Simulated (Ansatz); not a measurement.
# C₂H₃Si− (SMILES C=C=[SiH-]): functionals against CCSD(T) at one geometry

An exercise on one series of results from a longer session: the logs are not shown, and one member is left open.

Program: Ansatz 0.2.0, Gaussian basis. Level of theory: single points in def2-TZVPPD. These are calculated values, not measurements.

Cores are frozen in the correlated methods.

## The system as given

SMILES `C=C=[SiH-]`, 6 atoms, charge -1, spin multiplicity 1.

Atoms are counted from 1 here; the program's logs count them from 0.

Bond lengths: C1–C2 1.338 Å, C1–H4 1.051 Å, C1–H5 1.127 Å, C2–Si3 1.802 Å, Si3–H6 1.570 Å. Angles: C2–C1–H4 124.9°, C2–C1–H5 120.1°, H4–C1–H5 115.0°, C1–C2–Si3 165.1°, C2–Si3–H6 104.6°.

Coordinates:

```xyz
6

C    -0.7643   -0.0447   -0.8842
C     0.0773    0.0912    0.1468
Si    0.8161    0.3792    1.7650
H    -1.5638   -0.7254   -0.9209
H    -0.6453    0.6004   -1.8011
H     2.1381   -0.4672    1.7532
```

Set-up of the first run:

run/in.yaml reads:

```yaml
crystal:
  periodic: [false, false, false]
  atoms:
    - {symbol: C, position_ang: [-0.764300, -0.044700, -0.884200]}
    - {symbol: C, position_ang: [0.077300, 0.091200, 0.146800]}
    - {symbol: Si, position_ang: [0.816100, 0.379200, 1.765000]}
    - {symbol: H, position_ang: [-1.563800, -0.725400, -0.920900]}
    - {symbol: H, position_ang: [-0.645300, 0.600400, -1.801100]}
    - {symbol: H, position_ang: [2.138100, -0.467200, 1.753200]}
basis:
  gaussian: {orbitals: "def2-TZVPPD.json"}
total_charge: -1
correlation: {method: ccsd_t}
output: {forces: true}
```

The basis file named in the input lies beside it (Basis Set Exchange, JSON).

Run with:

```bash
$ ansatz run in.yaml --threads 4 --pin off --events-out ev --progress --plain --max-ram 5222MiB
```

Steps of the session up to this table: CCSD(T)/def2-TZVPPD; PBE0-D4/def2-TZVPPD; wB97M-V/def2-TZVPPD; r2SCAN-D4/def2-TZVPPD; PBE-D4/def2-TZVPPD; r2SCAN0-D4/def2-TZVPPD; B97M-V/def2-TZVPPD.

One table of the session follows, with a row left open; its other results are not shown here.

```
    method  RMS force component (eV/Å)  angle to CCSD(T) forces (°)
   CCSD(T)                       0.783                    reference
   PBE0-D4                       0.872                         18.4
   wB97M-V                       0.856                         16.9
 r2SCAN-D4                       0.849                         15.8
    PBE-D4                       0.837                         14.0
r2SCAN0-D4                       0.884                         21.0
    B97M-V                           ?                            ?
```

Q: Estimate the row for B97M-V from the others.

As computed: RMS force component (eV/Å): 0.846; angle to CCSD(T) forces (°): 20.8. In the column «RMS force component (eV/Å)» it lies between PBE-D4 (0.837) and r2SCAN-D4 (0.849).
